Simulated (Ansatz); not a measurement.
## Cohesive energy of some simple (sp) metals

Method: PBE in Ansatz (PAW). References are measured values corrected to a static lattice or taken at low temperature (these still hold zero-point motion). The table is a random draw of 8 from 14 solids with such references.

Values in eV/atom.

```csv
solid,reference,PBE,error (eV/atom)
fcc Ca,1.86*,1.91,+0.05
hcp Mg,1.51,1.50,-0.01
bcc Cs,0.81*,0.71,-0.10
hcp Cd,1.18*,0.75,-0.43
bcc Li,1.67*,1.61,-0.06
fcc Al,3.43*,3.43,0.00
bcc Na,1.12*,1.08,-0.04
bcc Rb,0.86*,0.77,-0.09
```

Over these 8 solids the mean error is -0.09 eV/atom, the mean absolute error 0.10 eV/atom (median 0.05 eV/atom), and the worst case hcp Cd at -0.43 eV/atom; the value is below the reference in 6 of 8 cases. Over all 14, from unrounded values, the mean error is -0.07 eV/atom and the mean absolute error 0.13 eV/atom (median 0.08 eV/atom).

A star marks references brought to a static lattice; the others are low-temperature values that still hold zero-point motion, which matters most for light elements.

Spin–orbit coupling is left out, also for the solids with elements from indium on (bcc Cs); its size isn't shown.

Differences are worked out from the printed values.

Free atoms are spin-polarised, in the lowest state found; at levels without +SOC their spin–orbit coupling is left out. Each level is taken at its own relaxed cell. Ansatz's density-functional and Hartree–Fock values are scalar-relativistic unless marked +SOC, with PAW data made under PBE.

Ansatz's runs of these crystals have no spin polarisation.

Not in this set, of the simple (sp) metals with a reference value in our tables and a result at some level: 4 for the spin–orbit terms of free Br, In, Sn, Te, I and atoms past barium, a cut that leaves lighter open-shell atoms' terms in the errors. These can be a level's best or worst cases. Solids without a released value at any level aren't counted. Layered and molecular crystals are counted apart. The metals Ce to Yb are counted apart.

References as tabulated in Mejia-Rodriguez and Trickey (2018), arXiv:1807.09216; Jana et al. (2018), arXiv:1807.00350; Kittel's textbook; Csonka et al. (2009), arXiv:0903.4037.

Ansatz is a program for electronic structure.
